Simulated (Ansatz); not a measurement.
The input, for Ansatz 0.2.0:

```yaml
crystal:
  periodic: [false, false, false]
  atoms:
    - {symbol: Al, position_ang: [0.000000, -0.178374, 0.102922]}
    - {symbol: H, position_ang: [0.000000, 3.787428, -4.090930]}
    - {symbol: H, position_ang: [0.000000, 0.987467, 1.335802]}
basis:
  gaussian: {orbitals: "6-31++G**"}
total_charge: -1
correlation: {method: sc_nevpt2, electrons: outside_noble_gas, active_space: {window: {electrons: 6, orbitals: 6}, shells: [{species: Al, l: s, shell: 3}, {species: Al, l: p, shell: 3}, {species: H, l: s, shell: 1}]}}
```

```sh
$ ansatz run in.yaml --threads 1 --pin off --events-out ev --progress --plain --max-ram 2393MiB
```

The program prints:

```
513 factors; integrals over basis functions are off by at most 2.4e-7 eV
mean field evaluation 1: about -6609.3358 eV, gradient 1.1e1 eV
mean field evaluation 2: about -6609.3365 eV, gradient 1.1e1 eV
mean field evaluation 4: about -6610.4767 eV, gradient 7.1e-1 eV
mean field evaluation 8: about -6610.4828 eV, gradient 9.7e-4 eV
mean field -6610.48276993 eV, -242.9307610488 hartree, gradient 8.5e-6 eV, S^2 0.000000; 0 other end points of the search recorded, 0 dependent functions left out; unrestricted orbitals would lower it
reference -6610.48276993 eV, -242.9307610488 hartree; 8, 8 occupied and 27, 27 virtual orbitals, 513 factors
state -6611.64074341 eV, -242.9733157892 hartree
state -6611.64074341 eV, -242.9733157892 hartree; corrected -6612.46122723 eV, -243.0034680136 hartree
Total energy: -6612.46122723 eV, -243.0034680136 hartree
Checks for a lower state left out: starts, orbital_swaps
```

Natural occupations: 2.0000 1.9790 1.8818 0.0602 0.0562 0.0228.

For the same geometry and basis full CI lies 638.5 meV lower.

Ran on 1 thread of Arm Neoverse V1, shared host: 0.42 s wall, 0.17 GiB peak host memory.
